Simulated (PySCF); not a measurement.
Molecule (SMILES): O (H2O).
Geometry (B3LYP-D3(BJ)/def2-TZVP, fixed):
```
O
H 1 0.9627
H 1 0.9627 2 105.24
```

How fast the mean static polarisability converges with the basis for several methods (PySCF): deviation from each method's own reference, in %. References: HF 8.61 bohr³, the value in d-aug-cc-pVTZ; PBE 10.67 bohr³, the value in d-aug-cc-pVTZ; PBE0 9.83 bohr³, the value in d-aug-cc-pVTZ. All functions are spherical. Density fitting with generated auxiliary sets. No added dispersion term, no relativity. 

```
basis            functions          HF    PBE   PBE0
---------------  ---------  ----------  -----  -----
def2-SVP                24  (withheld)  -50.0  -47.3
cc-pVDZ                 24  (withheld)  -49.3  -46.4
def2-SVPD               39  (withheld)   -4.8   -3.9
def2-TZVP               43  (withheld)  -35.7  -32.8
d-aug-cc-pVDZ           58  (withheld)    0.2    0.1
jun-cc-pV(T+d)Z         67  (withheld)  -10.0   -7.9
aug-pcseg-2             92  (withheld)   -0.9   -0.7
cc-pVQZ                115  (withheld)  -22.3  -18.9
d-aug-cc-pVTZ          126  (withheld)    0.0    0.0
pcseg-3                126  (withheld)  -10.7   -8.8
def2-QZVPPD            132  (withheld)   -1.5   -1.0
aug-pcseg-3            183  (withheld)   -0.2   -0.2
```

What belongs in the gaps?


- def2-SVP, HF: -42.4
- cc-pVDZ, HF: -41.3
- def2-SVPD, HF: -3.4
- def2-TZVP, HF: -27.7
- d-aug-cc-pVDZ, HF: -0.3
- jun-cc-pV(T+d)Z, HF: -5.2
- aug-pcseg-2, HF: -0.4
- cc-pVQZ, HF: -13.9
- d-aug-cc-pVTZ, HF: 0.0
- pcseg-3, HF: -6.1
- def2-QZVPPD, HF: -0.4
- aug-pcseg-3, HF: -0.1

Mean absolute deviation over def2-TZVP, jun-cc-pV(T+d)Z, aug-pcseg-2: HF 11.1, PBE0 13.8, PBE 15.5 %.
